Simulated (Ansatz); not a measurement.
## HSCl, triplet: from triple and quadruple zeta to the limit

```yaml
atoms:
  - { symbol: Cl, position_ang: [0.0000, 0.0000, -1.5663] }
  - { symbol: H, position_ang: [0.0000, 0.0000, -0.2875] }
  - { symbol: S, position_ang: [0.0000, 0.0000, 1.8537] }
```

Connectivity, by distances: ClH ··· S.

Ansatz 0.2.0, UHF determinant, valence electrons correlated. Energies in eV.

| set | X | functions | Hartree–Fock | MP2 correlation | CCSD(T) correlation | time |
| --- | --- | --- | --- | --- | --- | --- |
| def2-TZVPP | 3 | 98 | -23336.3869 | -8.8904 | -10.4050 | 4.8 s on 1 × NVIDIA H100 80GB HBM3 with 1 thread of AMD EPYC 7R13 Processor (Zen 3) (shared host) |
| def2-QZVPP | 4 | 170 | -23337.0371 | -9.7664 | -11.2701 | 9.5 s on 1 × NVIDIA H100 80GB HBM3 with 1 thread of AMD EPYC 7R13 Processor (Zen 3), with other jobs on the host |

Hartree–Fock is taken to follow E(X) = E∞ + A·exp(−7.88·√X), correlation E(X) = E∞ + B·X^−2.97.

Cautions: lower spins were not checked.

Task: Work out the CCSD(T) energy at the limit, and how far the shortcut misses it that extrapolates MP2 and adds CCSD(T) minus MP2 from the smaller set.

Result: Hartree–Fock: E∞ = E4 + 0.1377·(E4 − E3) = -23337.1267. Correlation: E∞ = E4 + 0.7407·(E4 − E3) = -11.9109 for CCSD(T) and -10.4153 for MP2. The limit is -23349.0376 eV, 0.730 eV below def2-QZVPP. The shortcut gives a correlation energy of -10.4153 + (-1.5146) = -11.9300, 19 meV lower than the direct value.

Past Ne part of the Hartree–Fock step between the two sets comes from the cores, which don't follow the formula, so the 90 meV that it adds to the total can overshoot; that part largely cancels in differences.
